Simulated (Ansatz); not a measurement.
**Structure relaxation of K₂MgH₄**

Level of theory: DFT r2SCAN, scalar-relativistic, plane waves, PAW (Ansatz 0.2.0). Cutoff 500 eV, Γ-centred k mesh, Gaussian smearing, no spin polarisation in the final step.

This is the end of a relaxation of cell and atoms.

```
CELL_PARAMETERS angstrom
6.32941 0.00000 0.00000
0.00000 6.32941 0.00000
0.00000 0.00000 3.53636
ATOMIC_POSITIONS crystal
K 0.50000 0.00000 0.50000
K 0.00000 0.50000 0.50000
Mg 0.00000 0.00000 0.00000
H 0.21033 0.21033 0.00000
H 0.78967 0.21033 0.00000
H 0.78967 0.78967 0.00000
H 0.21033 0.78967 0.00000
```

Formation energies are uncorrected and refer to the elements' standard structures at the same level (H₂ as a molecule).

What space group does it have?

P4/mmm (No. 123). Conventional cell: a = 6.329 Å, c = 3.536 Å. K has 8 H at 2.87 Å, 2 K at 3.54 Å and 4 Mg at 3.63 Å; Mg is coordinated by 4 H at 1.88 Å; H is coordinated by 1 Mg at 1.88 Å.

How far does it lie from the elements in energy?

-0.156 eV/atom.

Is it a metal?

No, the gap on the 4×4×8 mesh is 0.91 eV.

The final run used a 4×4×8 mesh on its 7-atom cell and 0.02 eV smearing. The cell came from a trial start, so K₂MgH₄ may not exist in this structure.

Cost: 3 runs of about 3.6 core-minutes in all, on AMD EPYC (Zen 3) (shared hosts).